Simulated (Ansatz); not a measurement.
## Band gap of some cubic solids

Method: rVV10 in Ansatz (plane waves, PAW). References are measured gaps from which a computed or estimated zero-point shift was taken out, by their sources or here, so that they lie as a rule above the printed measurements.

Values in eV.

```json
[
 {"solid": "rock-salt MgO", "reference": "8.36", "rVV10": "4.47", "error (eV)": "-3.89"},
 {"solid": "zinc-blende GaN (metastable phase)", "reference": "3.48", "rVV10": "1.37", "error (eV)": "-2.11"},
 {"solid": "zinc-blende GaP", "reference": "2.43", "rVV10": "1.33", "error (eV)": "-1.10"},
 {"solid": "zinc-blende BP", "reference": "2.2¶ (2.20–2.50)", "rVV10": "1.39", "error (eV)": "-0.81"},
 {"solid": "rock-salt SrO", "reference": "5.63", "rVV10": "3.24", "error (eV)": "-2.39"},
 {"solid": "rock-salt LiF", "reference": "15.35", "rVV10": "8.87", "error (eV)": "-6.48"},
 {"solid": "zinc-blende InP", "reference": "1.47", "rVV10": "0.22", "error (eV)": "-1.25"},
 {"solid": "zinc-blende AlP", "reference": "2.54", "rVV10": "1.70", "error (eV)": "-0.84"}
]
```

Over these 8 solids the mean error is -2.36 eV, the mean absolute error 2.36 eV (median 1.68 eV), and the worst case rock-salt LiF at -6.48 eV; the value is below the reference in 8 of 8 cases.

¶ marks references of a special kind: zinc-blende BP, 2.2 eV (measured, zero-point renormalisation of 0.106 eV removed from the gap extrapolated to 0 K (as printed); the shift is computed, second of two values printed, our sources range from 2.20 to 2.50; as tabulated in X. Ren, F. Merz, H. Jiang et al., All-electron periodic G0W0 implementation …).

Brackets give the range of the sources taken for a reference, where it is wide; it can hold other temperatures.

Differences are worked out from the printed values.

Semilocal Kohn–Sham gaps run low as a rule, and all computed gaps are for a static lattice, while measured ones hold electron–phonon shifts unless said otherwise.

Levels without +SOC have no spin–orbit coupling; where heavier elements are present it shifts gaps, mostly down, and can invert bands. Each level is taken at its own relaxed cell. Ansatz's density-functional and Hartree–Fock values are scalar-relativistic unless marked +SOC, with PAW data made under PBE.

Not in this set, of the solids of all kinds but layered and molecular ones with a reference value in our tables and a result at some level: 166 for a reference of another kind, counted apart; 10 for a doubt noted on the run at rVV10; 7 for sources at odds; 6 for spin–orbit coupling left out; 2 for a high-temperature or high-pressure phase; 2 for a measured value of zero; 2 for no value at rVV10 (not run, a failed fit, an unstable or unbound cell, or a value held back for tests); 2 for a reference that its source doubts or gives as a wide range. These can be a level's best or worst cases. At least 70 more with a reference value are held back for tests. Solids without a released value at any level aren't counted. Without +SOC, gaps count where the solid holds none of Ge, As, Se, Br, Sn, Sb, Te, I or the elements past barium, or holds Ge, As, Se or Br with a gap over 4 eV. The metals Ce to Yb are counted apart.

References as tabulated in, or derived from, Chen et al. (2018), doi:10.1103/physrevmaterials.2.073803; Vurgaftman et al. (2001), doi:10.1063/1.1368156; X. Ren, F. Merz, H. Jiang et al., All-electron periodic G0W0 implementation …; Miglio et al. (2020), arXiv:2011.12765.

Ansatz is a first-principles code.
